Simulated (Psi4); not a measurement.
# H3PO (SMILES O=[PH3]): a chain of runs, part 2 of 2

Psi4 1.11. Earlier steps stand in the parts before.

**3. The harmonic vibrations at PBE0-D4/STO-3G (density fitting) (run 2)**

h3op.xyz reads:

```xyz
5
H3OP
O     -1.463995    -0.348258     0.564617
P     -0.029132    -0.007346     0.011192
H      0.937577     0.591180     0.879147
H      0.795461    -1.056738    -0.503512
H      0.106506     0.901227    -1.085251
```

run_ase.py reads:

```python
import numpy as np
from ase.calculators.psi4 import Psi4
from ase.io import read
from ase.vibrations import Vibrations

mol = read('h3op.xyz')
calc = Psi4(atoms=mol, method='pbe0-d4', basis='STO-3G', memory='1600MB', num_threads=1, charge=0, multiplicity=1, label='psi4-calc', reference='rks')
mol.calc = calc

vib = Vibrations(mol, delta=0.005)
vib.run()
vib.summary()
```

On the command line:

```bash
$ python run_ase.py
```

psi4-calc.dat:

```text
gradient() will perform analytic gradient computation.

   => Loading Basis Set <=

    Name: STO-3G
    Role: ORBITAL
    Keyword: BASIS

   => PBE0-D4(BJ,EEQ)ATM: Empirical Dispersion <=

        a1 =       0.400856
        a2 =       5.029288
       alp =      16.000000
        s6 =       1.000000
        s8 =       1.200655
        s9 =       1.000000
        ga =       3.000000
        gc =       2.000000
        wf =       6.000000

         ---------------------------------------------------------
                                   SCF
                              RKS Reference
                        1 Threads,   1525 MiB Core
         ---------------------------------------------------------

  ==> Geometry <==

    Molecular point group: c1
    Full point group: C1

    Geometry (in Angstrom), charge = 0, multiplicity = 1:

       Center              X                  Y                   Z               Mass
    ------------   -----------------  -----------------  -----------------  -----------------
         O           -1.014627181224    -0.241064932219     0.391239197448    15.994914619570
         P            0.420235818776     0.099847067781    -0.162185802552    30.973761998420
         H            1.386944818776     0.698373067781     0.705769197448     1.007825032230
         H            1.244828818776    -0.949544932219    -0.676889802552     1.007825032230
         H            0.555873818776     1.008420067781    -1.253628802552     1.007825032230

  Running in c1 symmetry.

  Rotational constants: A =      3.60631  B =      0.51273  C =      0.51253 [cm^-1]
  Rotational constants: A = 108114.54515  B =  15371.14467  C =  15365.15184 [MHz]
  Nuclear repulsion =   62.602820826047349

  Charge       = 0
  Multiplicity = 1
  Electrons    = 26
  Nalpha       = 13
  Nbeta        = 13

  ==> Algorithm <==

  SCF Algorithm Type is DF.
  DIIS enabled.
  MOM disabled.
  Fractional occupation disabled.
  Guess Type is SAD.
  Energy threshold   = 1.00e-08
  Density threshold  = 1.00e-08
  Integral threshold = 1.00e-12

  ==> Primary Basis <==

  Basis Set: STO-3G
    Blend: STO-3G
    Number of shells: 11
    Number of basis functions: 17
    Number of Cartesian functions: 17
    Spherical Harmonics?: true
    Max angular momentum: 1

  ==> DFT Potential <==

   => LibXC <=

    Version 7.1.2

   => Composite Functional: PBE0-D4BJEEQATM <=

    PBE0-d4bjeeqatm Hyb-GGA Exchange-Correlation Functional

    Deriv               =              1
    GGA                 =           TRUE
    Meta                =          FALSE

    Exchange Hybrid     =           TRUE
    MP2 Hybrid          =          FALSE

   => Exchange Functionals <=

    0.7500   Perdew, Burke & Ernzerhof

   => Exact (HF) Exchange <=

    0.2500               HF

   => Correlation Functionals <=

    1.0000   Perdew, Burke & Ernzerhof

   => LibXC Density Thresholds  <==

    XC_HYB_GGA_XC_PBEH:  1.00E-15

   => Molecular Quadrature <=

    Radial Scheme          =       TREUTLER
    Pruning Scheme         =           NONE
    Nuclear Scheme         =       TREUTLER

    Blocking Scheme        =         OCTREE
    BS radius alpha        =              1
    Pruning alpha          =              1
    Radial Points          =             75
    Spherical Points       =            302
    Total Points           =         107271
    Total Blocks           =            859
    Max Points             =            256
    Max Functions          =             17
    Weights Tolerance      =       1.00E-15

   => Loading Basis Set <=

    Name: (STO-3G AUX)
    Role: JKFIT
    Keyword: DF_BASIS_SCF

  ==> Integral Setup <==

  DFHelper Memory: AOs need 0.001 GiB; user supplied 1.071 GiB.
  SCF_SUBTYPE=INCORE selected. In-core MEM_DF algorithm will be used.
  Using in-core AOs.

  ==> MemDFJK: Density-Fitted J/K Matrices <==

    J tasked:                   Yes
    K tasked:                   Yes
    wK tasked:                   No
    Memory [MiB]:              1096
    Algorithm:                 Core
    Schwarz Cutoff:           1E-12
    Mask sparsity (%):       0.6920
    Fitting Condition:        1E-10

   => Auxiliary Basis Set <=

  Basis Set: (STO-3G AUX)
    Blend: DEF2-UNIVERSAL-JKFIT
    Number of shells: 81
    Number of basis functions: 259
    Number of Cartesian functions: 308
    Spherical Harmonics?: true
    Max angular momentum: 4

  Cached 100.0% of DFT collocation blocks in 0.046 [GiB].

  Minimum eigenvalue in the overlap matrix is 2.9979468536E-01.
  Reciprocal condition number of the overlap matrix is 1.5400400531E-01.
    Using symmetric orthogonalization.

  ==> Pre-Iterations <==

  SCF Guess: Superposition of Atomic Densities via on-the-fly atomic UHF (no occupation information).

   -------------------------
    Irrep   Nso     Nmo
   -------------------------
     A         17      17
   -------------------------
    Total      17      17
   -------------------------

  ==> Iterations <==

                           Total Energy        Delta E     RMS |[F,P]|

   @DF-RKS iter SAD:  -412.20158255969869   -4.12202e+02   0.00000e+00
   @DF-RKS iter   1:  -412.93060012606691   -7.29018e-01   2.86276e-02 DIIS/ADIIS
   @DF-RKS iter   2:  -410.47189362380482    2.45871e+00   1.23496e-01 ADIIS
   @DF-RKS iter   3:  -412.95629853547769   -2.48440e+00   3.32740e-02 DIIS/ADIIS
   @DF-RKS iter   4:  -413.14133866212705   -1.85040e-01   2.81326e-03 DIIS/ADIIS
   @DF-RKS iter   5:  -413.14297377203940   -1.63511e-03   3.02569e-04 DIIS/ADIIS
   @DF-RKS iter   6:  -413.14299242963546   -1.86576e-05   1.01620e-04 DIIS/ADIIS
   @DF-RKS iter   7:  -413.14299443581319   -2.00618e-06   2.39466e-05 DIIS
   @DF-RKS iter   8:  -413.14299455622387   -1.20411e-07   1.27877e-07 DIIS
   @DF-RKS iter   9:  -413.14299455623012   -6.25278e-12   1.33179e-08 DIIS
   @DF-RKS iter  10:  -413.14299455622989    2.27374e-13   6.09520e-09 DIIS
  Energy and wave function converged.

  ==> Post-Iterations <==

   Electrons on quadrature grid:
      Ntotal   =   26.0000038466 ; deviation = 3.847e-06

    Orbital Energies [Eh]
    ---------------------

    Doubly Occupied:

       1A    -76.403270     2A    -18.755273     3A     -6.482111
       4A     -4.578533     5A     -4.576881     6A     -4.576849
       7A     -0.861104     8A     -0.619424     9A     -0.392166
      10A     -0.391448    11A     -0.256112    12A     -0.090526
      13A     -0.090514

    Virtual:

      14A      0.242865    15A      0.271554    16A      0.272737
      17A      0.398114

    Final Occupation by Irrep:
              A
    DOCC [    13 ]
    NA   [    13 ]
    NB   [    13 ]

  @DF-RKS Final Energy:  -413.14299455622989

   => Energetics <=

    Nuclear Repulsion Energy =             62.6028208260473491
    One-Electron Energy =                -697.6857679966966543
    Two-Electron Energy =                 246.8329720805395766
    DFT Exchange-Correlation Energy =     -24.8913619137809512
    Empirical Dispersion Energy =          -0.0016575523392559
    VV10 Nonlocal Energy =                  0.0000000000000000
    Total Energy =                       -413.1429945562299508

Computation Completed

Properties will be evaluated at   0.000000,   0.000000,   0.000000 [a0]

Properties computed using the SCF density matrix

 Multipole Moments:

 ------------------------------------------------------------------------------------
     Multipole            Electronic (a.u.)      Nuclear  (a.u.)        Total (a.u.)
 ------------------------------------------------------------------------------------

 L = 1.  Multiply by 2.5417464519 to convert [e a0] to [Debye]
 Dipole X            :         -1.6075943            2.5967998            0.9892056
 Dipole Y            :         -0.3811961            0.6168723            0.2356762
 Dipole Z            :          0.6133010           -0.9970627           -0.3837617
 Magnitude           :                                                    1.0868965

 ------------------------------------------------------------------------------------

	total time  =          1 seconds =       0.02 minutes

         ------------------------------------------------------------
                                   SCF GRAD
         ------------------------------------------------------------

  ==> Geometry <==

    Molecular point group: c1
    Full point group: C1

    Geometry (in Angstrom), charge = 0, multiplicity = 1:

       Center              X                  Y                   Z               Mass
    ------------   -----------------  -----------------  -----------------  -----------------
         O           -1.014627181224    -0.241064932219     0.391239197448    15.994914619570
         P            0.420235818776     0.099847067781    -0.162185802552    30.973761998420
         H            1.386944818776     0.698373067781     0.705769197448     1.007825032230
         H            1.244828818776    -0.949544932219    -0.676889802552     1.007825032230
         H            0.555873818776     1.008420067781    -1.253628802552     1.007825032230

  Nuclear repulsion =   62.602820826047349

  ==> Basis Set <==

  Basis Set: STO-3G
    Blend: STO-3G
    Number of shells: 11
    Number of basis functions: 17
    Number of Cartesian functions: 17
    Spherical Harmonics?: true
    Max angular momentum: 1

  ==> DFJKGrad: Density-Fitted SCF Gradients <==

    Gradient:                    1
    J tasked:                  Yes
    K tasked:                  Yes
    wK tasked:                  No
    Integrals threads:           1
    Memory [MiB]:             1144
    Schwarz Cutoff:          1E-12
    Fitting Condition:       1E-10

   => Auxiliary Basis Set <=

  Basis Set: (STO-3G AUX)
    Blend: DEF2-UNIVERSAL-JKFIT
    Number of shells: 81
    Number of basis functions: 259
    Number of Cartesian functions: 308
    Spherical Harmonics?: true
    Max angular momentum: 4

  ==> DFT Potential <==

   => LibXC <=

    Version 7.1.2

   => Composite Functional: PBE0-D4BJEEQATM <=

    PBE0-d4bjeeqatm Hyb-GGA Exchange-Correlation Functional

    Deriv               =              1
    GGA                 =           TRUE
    Meta                =          FALSE

    Exchange Hybrid     =           TRUE
    MP2 Hybrid          =          FALSE

   => Exchange Functionals <=

    0.7500   Perdew, Burke & Ernzerhof

   => Exact (HF) Exchange <=

    0.2500               HF

   => Correlation Functionals <=

    1.0000   Perdew, Burke & Ernzerhof

   => LibXC Density Thresholds  <==

    XC_HYB_GGA_XC_PBEH:  1.00E-15

   => Molecular Quadrature <=

    Radial Scheme          =       TREUTLER
    Pruning Scheme         =           NONE
    Nuclear Scheme         =       TREUTLER

    Blocking Scheme        =         OCTREE
    BS radius alpha        =              1
    Pruning alpha          =              1
    Radial Points          =             75
    Spherical Points       =            302
    Total Points           =         107271
    Total Blocks           =            859
    Max Points             =            256
    Max Functions          =             17
    Weights Tolerance      =       1.00E-15

  -Total Gradient:
     Atom            X                  Y                   Z
    ------   -----------------  -----------------  -----------------
       1        0.000045459756     0.000013981084     0.000014444226
       2        0.000178533555     0.000929824655    -0.001513737452
       3       -0.000038631450     0.000108160222    -0.000119613213
       4       -0.000045647314    -0.000044232950     0.000087398155
       5       -0.000116090004    -0.000993417532     0.001521300423

	total time  =          0 seconds =       0.00 minutes
```

On the terminal:

```text
---------------------
  #    meV     cm^-1
---------------------
  0    7.9i     63.5i
  1    2.7i     21.5i
  2    1.1i      9.1i
  3    0.9       7.0
  4    5.1      41.1
  5    7.5      60.7
  6   84.0     677.1
  7   84.4     680.7
  8  125.6    1012.8
  9  154.2    1243.8
 10  154.6    1247.0
 11  166.5    1342.6
 12  317.6    2561.3
 13  317.6    2561.5
 14  324.4    2616.7
---------------------
Zero-point energy: 0.871 eV
```

Run time: 53 s. Hardware: 1 thread of Intel Xeon 6975P-C (Granite Rapids), shared host; peak memory 0.66 GiB.

**4. Summary of results**

What follows sums up all 2 parts.

| quantity | value |
| --- | --- |
| run 1, PBE0-D4/STO-3G: total energy at the end | -413.14300 Eh |
| run 1, PBE0-D4/STO-3G: dipole moment | 2.76 D |
| run 1, PBE0-D4/STO-3G: HOMO energy | -2.47 eV |
| run 1, PBE0-D4/STO-3G: LUMO energy | 6.59 eV |
| run 1, PBE0-D4/STO-3G: HOMO–LUMO gap | 9.06 eV |
| run 1, PBE0-D4/STO-3G: dispersion energy | -4.35 kJ/mol |

The optimisation (run 1, PBE0-D4/STO-3G) took 8 steps and changed the energy by -0.623 eV.
